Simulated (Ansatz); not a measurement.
Process, species as SMILES: N#C (CH-N) → CHN+ (doublet, bonded as C#N) + e-
B3LYP-D3(BJ)/def2-TZVP geometries, fixed; electronic energies without zero-point terms.

Energies in hartree at MP2 with Ansatz (a quantum-chemistry and plane-wave program); the adiabatic ionisation energy is their sum with the coefficients shown, times 27.2114 eV a hartree. All functions are spherical. Cores are frozen. Open shells are unrestricted. No added dispersion term, no relativity.

| species | coefficient | part | cc-pVDZ | cc-pVTZ | cc-pVQZ |
|---|---|---|---|---|---|
| C#N (CH-N) | -1 | Hartree-Fock | -92.88383 | -92.90894 | -92.91529 |
| C#N (CH-N) | -1 | correlation | -0.28263 | -0.34378 | -0.36610 |
| CHN+ (doublet, bonded as C#N) | +1 | Hartree-Fock | -92.44503 | -92.46864 | -92.47463 |
| CHN+ (doublet, bonded as C#N) | +1 | correlation | -0.22328 | -0.27385 | -0.29241 |

Problem. Predict the adiabatic ionisation energy in cc-pV5Z (X = 5): let each Hartree-Fock step shrink by the ratio of the last two, and fit each correlation energy at X = 3 and 4 to E + A/X^3. Compare with the run.

Solution. 
- C#N (CH-N): steps -0.02511 and -0.00635, ratio 0.253, so Hartree-Fock -92.91690 (run: -92.91660); A = (-0.34378 - (-0.36610))/(1/27 - 1/64) = 1.0424, correlation -0.36610 - A/64 + A/125 = -0.37405 (run: -0.37503).
- CHN+ (doublet, bonded as C#N): steps -0.02361 and -0.00599, ratio 0.254, so Hartree-Fock -92.47615 (run: -92.47594); A = (-0.27385 - (-0.29241))/(1/27 - 1/64) = 0.8668, correlation -0.29241 - A/64 + A/125 = -0.29902 (run: -0.29975).
Predicted 14.035 eV; the run in cc-pV5Z gives 14.039, a miss of -0.004. Keeping the value in cc-pVQZ, 13.996, would miss by -0.043. All sums are of the energies as printed.
